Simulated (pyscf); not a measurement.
# Four-centre exchange: orthosilicic acid (HO–Si(OH)(OH)–OH) + hydrogen chloride (HCl) -> HO–Si(OH)(OH)–Cl + water (H₂O)

Gas phase, singlet surface, charge 0. Bonds broken: Si1–O2, Cl10–H11. Bonds formed: Si1–Cl10, O2–H11. Optimised with ωB97X-D3(BJ)/def2-SVP in PySCF.

Transition state (Å):

```xyz
11

Si    -1.1442     0.0109    -0.1474
O     -0.4742     1.4512     0.7587
O      0.0566    -0.0264    -1.3038
O     -2.4415     0.4720    -1.0447
O     -0.9095    -1.3932     0.6613
H     -0.2921     2.2393     0.2238
H      0.7549    -0.6684    -1.1378
H     -2.2424     0.3727    -1.9853
H     -1.4806    -1.4492     1.4419
Cl    -2.6766     0.5565     1.9075
H     -1.2612     1.5454     1.4507
```

One imaginary mode, 229i cm⁻¹; descent along it reached the two sides named, in the forms told below.

```json
[
 {"bond": "Si1–O2", "change": "breaks", "reactant side (Å)": "1.676", "saddle": "1.829", "product side": "2.357"},
 {"bond": "Cl10–H11", "change": "breaks", "reactant side (Å)": "1.309", "saddle": "1.786", "product side": "2.9"},
 {"bond": "Si1–Cl10", "change": "forms", "reactant side (Å)": "3.8", "saddle": "2.6", "product side": "2.078"},
 {"bond": "O2–H11", "change": "forms", "reactant side (Å)": "1.791", "saddle": "1.052", "product side": "0.967"}
]
```

Electronic energies relative to the separated reactants (kcal/mol):

```
level                   barrier  reaction energy  reverse barrier
----------------------  -------  ---------------  ---------------
ωB97X-D3(BJ)/def2-TZVP     15.2             +1.5             13.7
PBE/def2-TZVP              13.4             +2.2             11.2
r²SCAN/def2-TZVP           14.1             +3.2             10.9
B3LYP-D3(BJ)/def2-TZVP     16.4             +3.4             13.0
PBE0-D3(BJ)/def2-TZVP      13.6             +2.0             11.6
M06-2X/def2-TZVP           16.2             +4.6             11.6
ωB97M-D3(BJ)/def2-TZVP     16.1             +3.5             12.6
HF/def2-TZVP               31.9             +5.5             26.5
```

With ωB97M-D3(BJ)/def2-TZVP energies and thermal terms (ideal gas, 1 atm, RRHO with modes under 100 cm⁻¹ raised to 100, one conformer, R ln 2 for rigid chiral ones), in kcal/mol:

```json
[
 {"T (K)": "298", "ΔH‡": "17.7", "ΔG‡": "29.0", "ΔH": "+4.7", "ΔG": "+3.6"},
 {"T (K)": "600", "ΔH‡": "17.1", "ΔG‡": "40.7", "ΔH": "+4.5", "ΔG": "+2.6"},
 {"T (K)": "900", "ΔH‡": "17.0", "ΔG‡": "52.5", "ΔH": "+4.1", "ΔG": "+1.7"},
 {"T (K)": "1200", "ΔH‡": "17.1", "ΔG‡": "64.4", "ΔH": "+3.6", "ΔG": "+1.0"}
]
```

On the reactant side the descent ends in a complex, 7.1 kcal/mol under the separated species and 22.3 kcal/mol under the saddle at ωB97X-D3(BJ)/def2-TZVP. This is the saddle that the search found; another between the same sides may lie lower.
